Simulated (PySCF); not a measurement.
# Working out the ionisation energy of C

C [He] 2s2 2p2 (3P) → C⁺ [He] 2s2 2p1 (2P). Calculation: PySCF 2.14, in aug-cc-pVTZ-DK (5s4p3d2f, 46 functions); scalar relativity by spin-free X2C-1e. Frozen: 1s2. Energies in hartree (1 hartree = 27.21139 eV):

```json
{"part": "UHF", "C (lower)": "-37.706756", "C⁺ (upper)": "-37.310068"}
{"part": "MP2 opposite-spin", "C (lower)": "-0.054935", "C⁺ (upper)": "-0.047524"}
{"part": "MP2 same-spin", "C (lower)": "-0.012830", "C⁺ (upper)": "-0.003462"}
```

Problem. What does Hartree-Fock give?

Solution. (-37.310068) − (-37.706756) = 0.396688 hartree = 10.794 eV.

Problem. What do MP2 and SCS-MP2 (6/5 opposite-spin, 1/3 same-spin) give?

Solution. The opposite-spin parts differ by 0.202 eV and the same-spin parts by 0.255 eV. MP2: 10.794 + (0.202) + (0.255) = 11.251 eV. SCS-MP2: 10.794 + 1.2 × (0.202) + (0.255)/3 = 11.121 eV.

Measured between the centres of the two terms (NIST): 11.262 eV, so MP2 (valence) is off by -0.011 eV.

What remains against the reference includes basis incompleteness, the frozen core and correlation beyond second order.
